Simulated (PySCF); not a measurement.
Trends in electronic spectra. Method used: TDDFT B3LYP/def2-SVPD, vertical, gas phase, core orbitals frozen in the response (PySCF 2.14.0, density-fitted response routines). Geometries: PBE0-D3(BJ)/def2-SVP; one conformer of each isolated species. Triplets are in the Tamm–Dancoff approximation. Atoms past krypton carry core potentials; spin–orbit coupling is left out. Ions are computed without counter-ions or solvent.

Problem. Rank by computed lowest singlet excitation energy, highest first.
A. `[F][In]([F])([F])<-[SH2]`
B. `CC(=O)NC=C1C=CC=C1`
C. `BP[SiH2]C`
D. `Bc1cc(C)cs1`
E. `NC=[NH2+]`
F. `BN1CC1`

Solution. E (7.57 eV), F (6.71 eV), A (5.93 eV), C (4.69 eV), D (4.31 eV), B (3.14 eV).

```csv
SMILES,S1 (eV),gap (eV),T1 (eV),LUMO (eV),f (S1),S1 mainly
NC=[NH2+],7.57,7.61,5.14,-6.57,0.342,H→L (97%)
BN1CC1,6.71,7.42,5.28,-0.23,0.000,H-1→L (99%)
[F][In]([F])([F])<-[SH2],5.93,6.69,5.27,-2.91,0.169,H→L (92%)
BP[SiH2]C,4.69,5.19,3.37,-1.80,0.097,H→L (92%)
Bc1cc(C)cs1,4.31,4.77,–,-2.19,0.076,H→L (81%)
CC(=O)NC=C1C=CC=C1,3.14,3.87,2.28,-2.11,0.007,H→L (99%)
```

H and L stand for HOMO and LUMO; a dash means that no computed state gives the value.
